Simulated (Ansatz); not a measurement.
Process, species as SMILES: [SiH3][SiH2] (SiH2-SiH3) → 5 H atom + 2 Si atom
B3LYP-D3(BJ)/def2-TZVP geometries, fixed; electronic energies without zero-point terms.
Largest species:
```xyz
7

Si     0.0124     0.0207     1.2119
Si    -0.0099     0.0487    -1.1206
H     -1.2086    -0.5655     1.8221
H      1.2176    -0.6195     1.7989
H     -0.0369    -1.3162    -1.7072
H     -1.2105     0.7840    -1.5839
H      1.2034     0.7464    -1.6084
```
Charge 0, spin multiplicity 2.

Basis-set convergence of the atomisation energy at HF with Ansatz (a program for electronic structure). Cartesian d functions, on some or all atoms, in 6-31G**, 6-311G**; all else is spherical. Open shells are unrestricted. No added dispersion term, no relativity. Functions are those of the species that has most. Reference: the value in def2-QZVPPD, 344.77 kcal/mol, itself unsure by roughly 0.03 kcal/mol (its mean distance from pcseg-3, def2-QZVPP, cc-pV(Q+d)Z). Deviations are taken from unrounded values.

| basis | functions | atomisation energy (kcal/mol) | minus reference (kcal/mol) |
|---|---|---|---|
| STO-3G | 23 | 498.37 | 153.60 |
| 6-31G | 36 | 290.82 | -53.95 |
| pcseg-0 | 36 | 279.33 | -65.44 |
| def2-SVP | 61 | 339.13 | -5.64 |
| pcseg-1 | 61 | 342.85 | -1.92 |
| 6-31G** | 63 | 340.76 | -4.01 |
| 6-311G** | 84 | 338.49 | -6.28 |
| aug-cc-pV(D+d)Z | 109 | 338.06 | -6.71 |
| 6-311++G(2d,2p) | 120 | 340.95 | -3.82 |
| def2-TZVPD | 131 | 343.62 | -1.15 |
| pcseg-2 | 138 | 343.82 | -0.95 |
| cc-pV(T+d)Z | 148 | 343.45 | -1.31 |
| def2-TZVPP | 154 | 343.94 | -0.83 |
| jun-cc-pV(T+d)Z | 166 | 343.46 | -1.31 |
| def2-TZVPPD | 181 | 344.08 | -0.69 |
| aug-pcseg-2 | 215 | 344.56 | -0.21 |
| def2-QZVPP | 290 | 344.75 | -0.02 |
| pcseg-3 | 293 | 344.76 | -0.01 |
